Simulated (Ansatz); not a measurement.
in.yaml

```yaml
crystal:
  periodic: [false, false, false]
  atoms:
    - {symbol: H, position_ang: [-2.188760, 0.000000, 0.000000]}
    - {symbol: H, position_ang: [-0.925760, 0.000000, 0.000000]}
    - {symbol: C, position_ang: [0.164240, 0.000000, 0.000000]}
    - {symbol: H, position_ang: [0.578708, 0.000000, 0.996161]}
    - {symbol: H, position_ang: [0.578708, 0.000000, -0.996161]}
basis:
  gaussian: {orbitals: 6-31G}
magnetization: {spin_polarized: true, initial_magnetization: 2}
correlation: {method: ccsdtq, electrons: outside_noble_gas}
```

```sh
$ ansatz run in.yaml --threads 1 --pin off --events-out ev --progress --plain --max-ram 2393MiB
```

Output:

```
386 factors; integrals over basis functions are off by at most 1.3e-7 eV
mean field evaluation 1: about -1088.0583 eV, gradient 1.0e1 eV
mean field evaluation 2: about -1088.0567 eV, gradient 1.0e1 eV
mean field evaluation 4: about -1089.0357 eV, gradient 1.4e0 eV
mean field evaluation 8: about -1089.0659 eV, gradient 3.7e-3 eV
mean field evaluation 16: about -1089.0683 eV, gradient 3.3e-2 eV
mean field -1089.06585303 eV, -40.0224319035 hartree, gradient 2.7e-6 eV, S^2 2.022812; 1 other end points of the search recorded, 0 dependent functions left out
1 core orbitals not correlated: weight in the atoms' cores, before any rotation towards them, 1.000 or more for the frozen orbitals, at most 0.000 for the correlated occupied ones
reference -1089.06585303 eV, -40.0224319035 hartree; 5, 3 occupied and 11, 13 virtual orbitals, 386 factors
second order -2.08994366 eV of doubles, -0.00000000 eV of singles
cycle   1  -2.43483125 eV  change   -3.4e-1 eV  update   4.2e-2
cycle   2  -2.62803665 eV  change   -1.9e-1 eV  update   1.9e-2
cycle   3  -2.63896584 eV  change   -1.1e-2 eV  update   6.7e-3
cycle   4  -2.64359712 eV  change   -4.6e-3 eV  update   2.8e-3
cycle   5  -2.64424866 eV  change   -6.5e-4 eV  update   1.0e-3
cycle   6  -2.64419340 eV  change    5.5e-5 eV  update   3.3e-4
cycle   7  -2.64431153 eV  change   -1.2e-4 eV  update   1.3e-4
cycle   8  -2.64430525 eV  change    6.3e-6 eV  update   3.9e-5
cycle   9  -2.64429147 eV  change    1.4e-5 eV  update   1.7e-5
cycle  10  -2.64429499 eV  change   -3.5e-6 eV  update   5.9e-6
cycle  11  -2.64429550 eV  change   -5.1e-7 eV  update   2.5e-6
cycle  12  -2.64429464 eV  change    8.6e-7 eV  update   7.6e-7
cycle  13  -2.64429426 eV  change    3.8e-7 eV  update   3.2e-7
Total energy: -1091.71014729 eV, -40.1196079251 hartree
```

For the same geometry and basis full CI lies 0.3 meV higher.

Ran on 1 thread of Intel Xeon Platinum 8488C, shared host: 13 s wall, 0.24 GiB peak host memory.
